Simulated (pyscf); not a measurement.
Optimised with ωB97X-D3(BJ)/def2-SVP in PySCF.

Q: Estimate by transition-state theory the rate constant of H₂N–Al(NH₂)–NH–Al(NH₂)–NH₂ (SMILES [NH2][Al]([NH2])[NH][Al]([NH2])[NH2]) + CH₃• (SMILES [CH3]) → H₂N–Al(NH₂)–N•–Al(NH₂)–NH₂ (SMILES [NH2][Al]([NH2])[N][Al]([NH2])[NH2]) + CH₄ (SMILES C) (doublet surface; H–N broken, C–H formed) at 900 K, with ωB97M-D3(BJ)/def2-TZVP energies (ideal gas, 1 atm, RRHO with modes under 100 cm⁻¹ raised to 100, one conformer, R ln 2 for rigid chiral ones; no tunnelling).

A: The electronic barrier is 17.1 kcal/mol and the thermal terms add +27.0, so ΔG‡ = 44.1 kcal/mol. With k_BT/h = 1.88e+13 s⁻¹ and RT = 1.788 kcal/mol, and a volume of 1.23e-19 cm³ per molecule at 1 atm, k = 4.6e-17 cm³ molecule⁻¹ s⁻¹. Wigner's tunnelling factor for 1659i cm⁻¹ would be 1.29. A shift of 1 kcal/mol in the barrier changes k by a factor 1.7. This is the saddle that the search found; another between the same sides may lie lower. The angle at the transferred H is 167°.
